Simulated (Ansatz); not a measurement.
`C=CCCCl`, 12 atoms. The species carries charge 0 and has multiplicity 1. All runs use 4 threads of an Arm Neoverse V1 on a shared host. Correlated methods freeze the cores.

(1) Give the basis size and wall time and peak host memory of each of these runs in Ansatz. RHF-CCSD(T)/def2-TZVPP energy; RHF-MP2/def2-QZVPP energy; RKS PBE0-D4/def2-TZVPP energy; RKS PBE0-D4/def2-SVP energy; RKS B2PLYP (frozen core)/def2-TZVPP energy; RHF-CCSD(T)/def2-SVP energy; RKS ωB97M-V/def2-QZVPP energy; RKS ωB97X-V/def2-TZVPP energy; RKS ωB97M-V/def2-SVP energy; RKS PBE0-D4/def2-TZVP relaxation (8 steps); RKS PBE0-D4/def2-TZVP frequencies; RKS PBE0-D4/def2-QZVPP energy. (Estimate.)

## Answers

(1) Ansatz gave: Other jobs shared the machine, so times are rough.

```csv
level,job,functions,wall time,peak host memory (GiB)
RKS PBE0-D4/def2-SVP,energy,109,1.1 s,0.49
RKS PBE0-D4/def2-TZVPP,energy,264,3 s,0.65
RKS ωB97M-V/def2-SVP,energy,109,3.9 s,0.49
RHF-CCSD(T)/def2-SVP,energy,109,5.5 s,0.54
RKS B2PLYP (frozen core)/def2-TZVPP,energy,264,5.5 s,0.71
RKS ωB97X-V/def2-TZVPP,energy,264,8 s,0.8
RKS PBE0-D4/def2-QZVPP,energy,508,8.5 s,1.8
RKS ωB97M-V/def2-QZVPP,energy,508,19 s,2.2
RHF-MP2/def2-QZVPP,energy,508,26 s,3.5
RKS PBE0-D4/def2-TZVP,relaxation (8 steps),203,27 s,0.51
RKS PBE0-D4/def2-TZVP,frequencies,203,2.8 min,0.51
RHF-CCSD(T)/def2-TZVPP,energy,264,3 min,6.6
```
